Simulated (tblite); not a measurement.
Hydrazinium(1+), N2H5 (charge +1).
Atom-mapped SMILES: `[NH2:1][NH3+:2]` (hydrogens: H3, H4 on N1; H5, H6, H7 on N2)

Computed with GFN2-xTB (tblite), gas phase: Langevin dynamics at 300 K from the optimised GFN2-xTB geometry, time step 0.5 fs, friction 0.01 fs⁻¹, 2000 steps.

Start geometry:
```
atom  x, y, z in Å
N1      0.816    0.063   -0.302
N2     -0.573    0.015    0.026
H3      1.325    0.730    0.271
H4      1.258   -0.850   -0.242
H5     -0.972    0.959   -0.130
H6     -0.813   -0.288    0.994
H7     -1.039   -0.624   -0.643
```

The statistics below take the 31 frames saved every 25 fs from 250 to 1000 fs; their kinetic temperature (all 3N coordinates) averages 252 K.

**Question.** Give the mean, spread and extremes of the bond lengths.

**Answer.** 
```tsv
bond	start (Å)	mean (Å)	standard deviation (Å)	shortest (Å)	longest (Å)
N1–N2	1.428	1.434	0.027	1.379	1.491
N1–H3	1.016	1.018	0.024	0.962	1.062
N1–H4	1.016	1.020	0.027	0.976	1.072
N2–H5	1.036	1.038	0.020	1.000	1.072
N2–H6	1.043	1.040	0.023	0.996	1.088
N2–H7	1.036	1.048	0.034	0.975	1.118
```

**Question.** Give the same statistics for bond angles, one of each kind.

**Answer.** 
| angle | start (°) | mean (°) | standard deviation (°) | smallest (°) | largest (°) |
| --- | --- | --- | --- | --- | --- |
| N2–N1–H3 | 112.3 | 111.6 | 4.8 | 101.8 | 121.3 |
| H3–N1–H4 | 109.8 | 109.5 | 4.6 | 99.9 | 119.5 |
| N1–N2–H5 | 108.1 | 108.4 | 4.9 | 98.0 | 116.2 |
| N1–N2–H6 | 116.6 | 108.6 | 4.4 | 98.9 | 117.1 |
| H5–N2–H6 | 108.4 | 107.7 | 4.5 | 99.6 | 116.2 |

**Question.** How far does each atom move about its mean position (frames aligned on the start, all atoms weighted alike), and what rms force does it feel?

**Answer.** 
```
atom  rms displacement (Å)  rms force (eV/Å)
  N1                  0.10              1.86
  N2                  0.04              1.75
  H3                  0.32              1.06
  H4                  0.31              1.14
  H5                  0.09              0.83
  H6                  0.09              0.89
  H7                  0.10              1.15
```

The displacements run from 0.04 to 0.32 Å.

The run is classical and short, so these are rough statistics of one trajectory.

The cost below is that of the whole dynamics run. Time: 2.7 s wall; peak memory 0.18 GiB. Hardware: an AMD EPYC 9R14 with one thread, shared host with 192 logical CPUs at a one-minute load of 125.
